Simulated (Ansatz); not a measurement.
## LaGaO3 (Pnma, No. 62)

These are LDA (Ansatz, an electronic-structure program, PAW) values and carry that method's errors.

Numerical settings: plane-wave cutoff 520 eV, 6×4×6 k mesh (along the axes of the cell as run), Fermi–Dirac smearing 0.01 eV, scalar-relativistic PAW data made under PBE.

Cell (relaxed at this level):

```yaml
crystal:
  lattice:
    - [5.43082, 0.00000, 0.00000]
    - [0.00000, 7.68022, 0.00000]
    - [0.00000, 0.00000, 5.45792]
  atoms:
    - { symbol: La, position: [0.47717, 0.75000, 0.49426] }
    - { symbol: La, position: [0.52283, 0.25000, 0.50574] }
    - { symbol: La, position: [0.02283, 0.25000, 0.99426] }
    - { symbol: La, position: [0.97717, 0.75000, 0.00574] }
    - { symbol: Ga, position: [0.50000, 0.50000, 0.00000] }
    - { symbol: Ga, position: [0.00000, 0.50000, 0.50000] }
    - { symbol: Ga, position: [0.00000, 0.00000, 0.50000] }
    - { symbol: Ga, position: [0.50000, 0.00000, 0.00000] }
    - { symbol: O, position: [0.27525, 0.46182, 0.72538] }
    - { symbol: O, position: [0.72475, 0.53818, 0.27462] }
    - { symbol: O, position: [0.22475, 0.53818, 0.22538] }
    - { symbol: O, position: [0.77525, 0.46182, 0.77462] }
    - { symbol: O, position: [0.77525, 0.03818, 0.77462] }
    - { symbol: O, position: [0.22475, 0.96182, 0.22538] }
    - { symbol: O, position: [0.72475, 0.96182, 0.27462] }
    - { symbol: O, position: [0.27525, 0.03818, 0.72538] }
    - { symbol: O, position: [0.49083, 0.25000, 0.07078] }
    - { symbol: O, position: [0.50917, 0.75000, 0.92922] }
    - { symbol: O, position: [0.00917, 0.75000, 0.57078] }
    - { symbol: O, position: [0.99083, 0.25000, 0.42922] }
```

```
Property                        Value
--------  ---------------------------
band gap  3.94 eV (on the SCF k mesh)
```

Note: the relaxation could not lower the start's symmetry, so the cell can be a saddle point above a distorted one.

Spin–orbit coupling is not included.

The result took very roughly 23 core-minutes.
